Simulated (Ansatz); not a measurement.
## Ladder of methods for the formation enthalpy of zinc-blende CuI

Reference value: -0.352 ± 0.01 eV/atom (measured, 298 K, copied from a table, unchecked, no zero-point or thermal correction; as tabulated in Wang et al. (2021), doi:10.1038/s41598-021-94550-5).

**Question.** Put these levels in order of the formation enthalpy that they give for zinc-blende CuI, smallest first: LDA (Ansatz, a quantum-chemistry and plane-wave program), r²SCAN+rVV10 (Ansatz), r²SCANh (Ansatz).

**Answer.** r²SCANh (-0.297 eV/atom), r²SCAN+rVV10 (-0.167 eV/atom), LDA (-0.109 eV/atom)

Differences against the reference: LDA +0.243 eV/atom, r²SCAN+rVV10 +0.185 eV/atom, r²SCANh +0.055 eV/atom.

The measured value isn't corrected to a static lattice, so vibrations enter the comparison.  Density-functional levels without +SOC have no spin–orbit coupling, which shifts binding energies of heavy elements. Each level is taken at its own relaxed cell. Cutoffs and k meshes differ between the levels. Ansatz's density-functional and Hartree–Fock values are scalar-relativistic unless marked +SOC, with PAW data made under PBE.

Differences are worked out from the printed values.
